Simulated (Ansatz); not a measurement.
Molecular dynamics of BFO

Input file:

```yaml
crystal:
  periodic: [false, false, false]
  atoms:
    - { symbol: O, position_ang: [0.995048, -0.571974, 0.48575] }
    - { symbol: B, position_ang: [0.020809, -0.011959, 0.010158] }
    - { symbol: F, position_ang: [-1.015857, 0.583944, -0.495909] }
basis:
  gaussian: { orbitals: def2-SVPD }
hamiltonian:
  xc: pbe
  dispersion: d4
md:
  timestep: 1.0
  n_steps: 100
  ensemble: nvt_langevin
  temperature: 300.0
  initial_velocities: maxwell_boltzmann
  seed: 682326
  friction: 0.05
scf:
  lower_state_search: "off"
```

Launched with:

```bash
$ ansatz run input.yaml --threads 1 --pin off --max-ram 2048MiB --backend cpu --events-out ev --progress --plain --runs-dir out
```

It starts from a relaxed structure.

Output, in part (one step line in 4, the closing report, with atoms numbered from 0):

```
md step     0: t =     0.00 fs  T =   200.0 K  F+E_penalty+E_count = -5432.96512231 eV  E_kin = 0.077556 eV  (16 SCF iters)
md step     4: t =     4.00 fs  T =   116.4 K  F+E_penalty+E_count = -5432.89805975 eV  E_kin = 0.045155 eV  (20 SCF iters)
md step     8: t =     8.00 fs  T =   223.7 K  F+E_penalty+E_count = -5432.95562866 eV  E_kin = 0.086741 eV  (20 SCF iters)
md step    12: t =    12.00 fs  T =   321.6 K  F+E_penalty+E_count = -5432.92996886 eV  E_kin = 0.124718 eV  (21 SCF iters)
md step    16: t =    16.00 fs  T =   395.4 K  F+E_penalty+E_count = -5432.92457005 eV  E_kin = 0.153339 eV  (21 SCF iters)
md step    20: t =    20.00 fs  T =   205.9 K  F+E_penalty+E_count = -5432.91417156 eV  E_kin = 0.079833 eV  (21 SCF iters)
md step    24: t =    24.00 fs  T =   315.4 K  F+E_penalty+E_count = -5432.93847231 eV  E_kin = 0.122298 eV  (21 SCF iters)
md step    28: t =    28.00 fs  T =   119.6 K  F+E_penalty+E_count = -5432.93268852 eV  E_kin = 0.046383 eV  (21 SCF iters)
md step    32: t =    32.00 fs  T =    57.3 K  F+E_penalty+E_count = -5432.92030826 eV  E_kin = 0.022237 eV  (21 SCF iters)
md step    36: t =    36.00 fs  T =   203.5 K  F+E_penalty+E_count = -5432.92689426 eV  E_kin = 0.078914 eV  (21 SCF iters)
md step    40: t =    40.00 fs  T =   516.4 K  F+E_penalty+E_count = -5432.95924278 eV  E_kin = 0.200233 eV  (20 SCF iters)
md step    44: t =    44.00 fs  T =   484.0 K  F+E_penalty+E_count = -5432.94016839 eV  E_kin = 0.187670 eV  (20 SCF iters)
md step    48: t =    48.00 fs  T =   158.2 K  F+E_penalty+E_count = -5432.89287346 eV  E_kin = 0.061356 eV  (21 SCF iters)
md step    52: t =    52.00 fs  T =   192.3 K  F+E_penalty+E_count = -5432.88507700 eV  E_kin = 0.074587 eV  (21 SCF iters)
md step    56: t =    56.00 fs  T =   171.3 K  F+E_penalty+E_count = -5432.89704853 eV  E_kin = 0.066432 eV  (21 SCF iters)
md step    60: t =    60.00 fs  T =   301.5 K  F+E_penalty+E_count = -5432.92611064 eV  E_kin = 0.116915 eV  (21 SCF iters)
md step    64: t =    64.00 fs  T =   187.5 K  F+E_penalty+E_count = -5432.86240760 eV  E_kin = 0.072714 eV  (21 SCF iters)
md step    68: t =    68.00 fs  T =   413.2 K  F+E_penalty+E_count = -5432.88986406 eV  E_kin = 0.160219 eV  (21 SCF iters)
md step    72: t =    72.00 fs  T =   315.2 K  F+E_penalty+E_count = -5432.90649995 eV  E_kin = 0.122210 eV  (21 SCF iters)
md step    76: t =    76.00 fs  T =   465.8 K  F+E_penalty+E_count = -5432.94490284 eV  E_kin = 0.180612 eV  (21 SCF iters)
md step    80: t =    80.00 fs  T =   435.3 K  F+E_penalty+E_count = -5432.93215163 eV  E_kin = 0.168799 eV  (21 SCF iters)
md step    84: t =    84.00 fs  T =   328.7 K  F+E_penalty+E_count = -5432.88982206 eV  E_kin = 0.127458 eV  (21 SCF iters)
md step    88: t =    88.00 fs  T =   441.7 K  F+E_penalty+E_count = -5432.88177558 eV  E_kin = 0.171294 eV  (20 SCF iters)
md step    92: t =    92.00 fs  T =   486.4 K  F+E_penalty+E_count = -5432.91967930 eV  E_kin = 0.188605 eV  (21 SCF iters)
md step    96: t =    96.00 fs  T =   375.1 K  F+E_penalty+E_count = -5432.86871867 eV  E_kin = 0.145462 eV  (21 SCF iters)
md step   100: t =   100.00 fs  T =   221.5 K  F+E_penalty+E_count = -5432.84325004 eV  E_kin = 0.085882 eV  (21 SCF iters)
Total energy: -5432.84328807 eV, -199.6533083230 hartree
Atom 0 at     0.936758    -0.190810     0.626720 Å, force     0.552175    -0.641635     0.790222 eV/Å
Atom 1 at    -0.050339     0.107530    -0.007038 Å, force     1.447884     0.033334     0.497392 eV/Å
Atom 2 at    -0.911460     0.603735    -0.776451 Å, force    -2.000059     0.608301    -1.287614 eV/Å
Dipole moment:    -0.398044     0.085026    -0.223184 e Å
```

All steps were run. The mean temperature of the second half is 11 % above the set value. A run of 0.1 ps of so small a system gives no equilibrium averages.

The same pairs are bonded in the first frame and the last. Pairs count as bonded within 1.25 times the sum of covalent radii (0.12 Å more for H–H).

Last frame:

```xyz
3
Properties=species:S:1:pos:R:3
O 0.937 -0.191 0.627
B -0.050 0.107 -0.007
F -0.911 0.604 -0.776
```

Time of the run: 52 s on 1 CPU thread of a shared host.
